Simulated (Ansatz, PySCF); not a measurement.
Gas-phase enthalpy of formation at 298 K, by the atomisation route, of C1CC1 (SMILES; C3H6). Each molecule is optimised on its own at B3LYP-D3(BJ)/def2-TZVP (Ansatz, a first-principles code). Correlated levels leave the core frozen unless marked. Open shells are spin-unrestricted. No spin-orbit coupling. Non-relativistic. CBS(X,Y): correlation extrapolated as X^-3; Hartree-Fock from the larger set. The bracket is a focal-point correction in the basis named. Thermal terms are rigid-rotor harmonic-oscillator values from B3LYP-D3(BJ) frequencies (PySCF) at 298.15 K and 1 atm. 1 Eh = 627.5095 kcal/mol.

```json
[
 {"species": "C1CC1", "count": "1", "E, RI-MP2/CBS(aug-cc-pVTZ,aug-cc-pVQZ)+[CCSD(T)-MP2]/aug-cc-pVTZ (Ansatz) (Eh)": "-117.73266", "E, PBE/def2-TZVPD (Ansatz) (Eh)": "-117.76844", "measured ΔHf at 0 K (kcal/mol)": "-", "H(298) - H(0) of the element (kcal/mol)": "-"},
 {"species": "C atom", "count": "3", "E, RI-MP2/CBS(aug-cc-pVTZ,aug-cc-pVQZ)+[CCSD(T)-MP2]/aug-cc-pVTZ (Ansatz) (Eh)": "-37.79159", "E, PBE/def2-TZVPD (Ansatz) (Eh)": "-37.79605", "measured ΔHf at 0 K (kcal/mol)": "169.98", "H(298) - H(0) of the element (kcal/mol)": "0.25"},
 {"species": "H atom", "count": "6", "E, RI-MP2/CBS(aug-cc-pVTZ,aug-cc-pVQZ)+[CCSD(T)-MP2]/aug-cc-pVTZ (Ansatz) (Eh)": "-0.49995", "E, PBE/def2-TZVPD (Ansatz) (Eh)": "-0.49962", "measured ΔHf at 0 K (kcal/mol)": "51.63", "H(298) - H(0) of the element (kcal/mol)": "1.01"}
]
```

Molecule: zero-point energy 50.94, H(298) - H(0) 2.71 kcal/mol. The route leaves out scalar relativity and anharmonic zero-point terms, the atoms' spin-orbit terms, and in the frozen-core level the core correlation. Atomic data: G2/97 table in ASE.

Q: Work out De, D0 and ΔHf at 0 and 298 K at both levels, and their errors against the measured value.

A: 
The atoms' values sum to 819.72 (0 K) and 6.81 (thermal), in kcal/mol.
- RI-MP2/CBS(aug-cc-pVTZ,aug-cc-pVQZ)+[CCSD(T)-MP2]/aug-cc-pVTZ: De = 852.28; D0 = 852.28 - 50.94 = 801.34; ΔHf(0 K) = 819.72 - 801.34 = 18.38; ΔHf(298 K) = 18.38 + 2.71 - 6.81 = 14.28; error +1.5.
- PBE/def2-TZVPD: De = 867.58; D0 = 867.58 - 50.94 = 816.64; ΔHf(0 K) = 819.72 - 816.64 = 3.08; ΔHf(298 K) = 3.08 + 2.71 - 6.81 = -1.02; error -13.8.
Measured: 12.8 kcal/mol (Active Thermochemical Tables 1.112 (ions: stationary electron), as tabulated in the package chemicals).
